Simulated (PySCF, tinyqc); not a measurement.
CISD on RHF in the sto-3g basis, frozen core, for OH-, spin multiplicity 1, step by step. The basis has no diffuse functions, so it cannot describe the extra electron: this is an exercise in the method, not the real anion. The lowest restricted solution is unstable here: a spin-polarised one lies 0.0000 hartree lower (PySCF). One step of it, computed by the program tinyqc.

Question. CISD: determinants and Hamiltonian. Slater-Condon rules over spin orbitals, with the nuclear repulsion and the energy of the frozen orbital added and E(HF) subtracted on the diagonal. Only determinants linked to the reference directly or through others are kept (one block of an abelian symmetry group), so some states are absent.

one-electron integrals dressed by the frozen orbital, h + 2 (pq|11) - (p1|1q) (hartree), lower triangle:
```
           2          3          4          5          6
2  -5.083815
3   0.281130  -3.213669
4   0.000000   0.000000  -4.590947
5   0.000000   0.000000   0.000000  -4.590947
6  -0.306739  -0.985735   0.000000   0.000000  -3.955176
```

energy of the frozen orbital, 2 h_11 + (11|11) = -59.16723915 hartree

Two-electron integrals over orbitals (pq|rs), unique and non-zero (hartree); the lowest 1 orbital is frozen and left out:
```
(22|22) 0.766517    (32|22) -0.069110   (32|32) 0.080393    (33|22) 0.482162
(33|32) 0.039691    (33|33) 0.609794    (42|42) 0.166604    (43|42) -0.028095
(43|43) 0.017969    (44|22) 0.788415    (44|32) -0.076975   (44|33) 0.465660
(44|44) 0.880159    (52|52) 0.166604    (53|52) -0.028095   (53|53) 0.017969
(54|54) 0.047444    (55|22) 0.788415    (55|32) -0.076975   (55|33) 0.465660
(55|44) 0.785270    (55|55) 0.880159    (62|22) 0.044699    (62|32) 0.066974
(62|33) 0.008189    (62|44) 0.052118    (62|55) 0.052118    (62|62) 0.121173
(63|22) 0.188593    (63|32) -0.078680   (63|33) -0.064398   (63|44) 0.193632
(63|55) 0.193632    (63|62) 0.003767    (63|63) 0.186104    (64|42) 0.020745
(64|43) 0.017304    (64|64) 0.038343    (65|52) 0.020745    (65|53) 0.017304
(65|65) 0.038343    (66|22) 0.683312    (66|32) -0.012936   (66|33) 0.555998
(66|44) 0.677258    (66|55) 0.677258    (66|62) 0.061115    (66|63) 0.109401
(66|66) 0.701280
```

nuclear repulsion = 2.87011369 hartree

Hartree-Fock energy = -74.01088914 hartree

Give: determinants; H - E(HF) between determinants.

Answer.

Occupation strings over the orbitals (2 doubly, a alpha, b beta, 0 empty; spin orbitals ordered 1a 1b 2a 2b ...): 222220 22a22b 2a222b 22b22a 2b222a 222202 222022 220222 2ab222 2ba222 202222

H - E(HF) between determinants (hartree), lower triangle:
```
         222220   22a22b   2a222b   22b22a   2b222a   222202   222022   220222
222220   0.0000
22a22b   0.0000   0.3719
2a222b   0.0000   0.0167   0.8993
22b22a   0.0000  -0.1861  -0.0038   0.3719
2b222a   0.0000  -0.0038  -0.1212   0.0167   0.8993
222202   0.0383  -0.0173  -0.0207   0.0173   0.0207   0.3744
222022   0.0383  -0.0173  -0.0207   0.0173   0.0207   0.0474   0.3744
220222   0.1861   0.1738   0.0787  -0.1738  -0.0787   0.0180   0.0180   0.9428
2ab222  -0.0038  -0.0787   0.0792   0.0529  -0.0670   0.0281   0.0281  -0.0693
2ba222   0.0038   0.0529  -0.0670  -0.0787   0.0792  -0.0281  -0.0281   0.0693
202222   0.1212  -0.0670   0.0164   0.0670  -0.0164   0.1666   0.1666   0.0804

         2ab222   2ba222  202222
2ab222   1.2153
2ba222  -0.0804   1.2153
202222   0.0395  -0.0395  1.8998
```
